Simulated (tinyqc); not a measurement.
A ladder of methods, and size consistency: correlation methods against full CI in the sto-3g basis, for BH3, spin multiplicity 1. Computed by the program tinyqc with PySCF. 

Geometry (angstrom):
```
atom        x        y       z
B      0.0000   0.0000  0.0150
H      1.2270   0.0000  0.0000
H     -0.6140   1.0630  0.0000
H     -0.6140  -1.0630  0.0000
```

RHF energy of one = -26.062446 hartree

All electrons correlated; +Q is the Davidson correction (1 - c0^2) E_corr. The last columns treat two copies 100 angstrom apart as one system. FCI is the lowest singlet.

Correlation energies (hartree):
```
method   E_corr of one  share of FCI (%)  E_corr of two at 100 angstrom  two minus twice one (mhartree)
MP2           -0.03870            68.032                       -0.07740                           0.000
CISD          -0.05528            97.184                       -0.10712                           3.450
CISD+Q        -0.05712           100.415                       -0.11360                           0.644
CCSD          -0.05646            99.245                       -0.11291                           0.000
CCSD(T)       -0.05672            99.716                       -0.11345                           0.000
FCI           -0.05688           100.000                              -                               -
```

MP2 recovers 68 %, CISD 97.2 % and CCSD 99.2 % of the FCI value (c0^2 = 0.967 in CISD). MP2 and coupled cluster are size consistent, so their last column vanishes; CISD loses 3.45 mhartree, since a double excitation on each copy is a quadruple of the pair, and the Davidson correction leaves +0.64.
